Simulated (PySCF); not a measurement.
A run for PySCF: R-B3LYP/6-31G* on SiH2 (SMILES [SiH2]), a point of a bond scan (R = 3.503 Å).

```python
from pyscf import gto, scf, dft, mp
from pyscf.data.elements import chemcore

mol = gto.M(
    atom='''
    Si    0.01417596   -0.00086442    0.13209978
    H    -0.27666343   -2.49432531   -2.31173707
    H    -0.08618752    1.09707968   -0.91895895
    ''',
    basis='6-31g*',
    cart=True,
    charge=0, spin=0, verbose=3, max_memory=1800)
mf = dft.RKS(mol, xc='b3lyp')
mf.conv_tol = 1e-8
mf.max_cycle = 100
mf.kernel()
if not mf.converged:
    mf = mf.newton().run(mf.mo_coeff, mf.mo_occ)
```

Task: What total energy does the run end on?

Result: -290.4678 hartree.
